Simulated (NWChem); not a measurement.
Correlation energy of fluorine (F₂)

SMILES: FF
```xyz
2

F      0.0000     0.0000     0.6882
F      0.0000     0.0000    -0.6882
```
Charge 0, spin multiplicity 1.

All runs are NWChem calculations. The geometry was optimised at PBE0/def2-SVP, a minimum by its harmonic frequencies.

Basis set: cc-pVQZ. Each correlation energy counts from its own Hartree-Fock reference.

The correlated methods keep 2 core orbitals frozen. Coupled-cluster values serve here as a point of comparison, not as the truth.

Problem. For the correlation energy, RI-MP2 gives -565.4 mHa and MP2 gives -565.4 mHa. What do SCS-MP2, CR-CCSD[T], CR-CCSD(T) give?

Solution. SCS-MP2: -558.5 mHa; CR-CCSD[T]: -583.2 mHa; CR-CCSD(T): -582.5 mHa.
